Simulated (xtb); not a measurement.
xtb input (GFN2-xTB):

```bash
xtb mol.xyz --gfn 2 --ohess tight --chrg 0 --uhf 0
```
mol.xyz:
```
5

C     -0.06680869     0.00597224     0.02080787
F      1.23429982    -0.19518835    -0.09487350
H     -0.29133218    -0.11018333     1.04819573
H     -0.28185854     1.01600326    -0.28337531
H     -0.57780292    -0.69341220    -0.62304173
```

End of the output:

```
   ------------------------------------------------------------------------
    298.15    0.386991E-02    0.417386E-01    0.252620E-01    0.164766E-01
   ------------------------------------------------------------------------

         :::::::::::::::::::::::::::::::::::::::::::::::::::::
         ::                  THERMODYNAMIC                  ::
         :::::::::::::::::::::::::::::::::::::::::::::::::::::
         :: total free energy          -8.376886690816 Eh   ::
         ::.................................................::
         :: total energy               -8.393363300747 Eh   ::
         :: zero point energy           0.037868712567 Eh   ::
         :: G(RRHO) w/o ZPVE           -0.021392102636 Eh   ::
         :: G(RRHO) contrib.            0.016476609932 Eh   ::
         :::::::::::::::::::::::::::::::::::::::::::::::::::::

optimized geometry written to: xtbopt.xyz

           -------------------------------------------------
          | TOTAL ENERGY               -8.393363300747 Eh   |
          | TOTAL ENTHALPY             -8.351624676585 Eh   |
          | TOTAL FREE ENERGY          -8.376886690816 Eh   |
          | GRADIENT NORM               0.000187034014 Eh/α |
          | HOMO-LUMO GAP              14.294584279267 eV   |
           -------------------------------------------------

------------------------------------------------------------------------
------------------------------------------------------------------------
 total:
 SCF:
 ANC optimizer:
 analytical hessian:
```
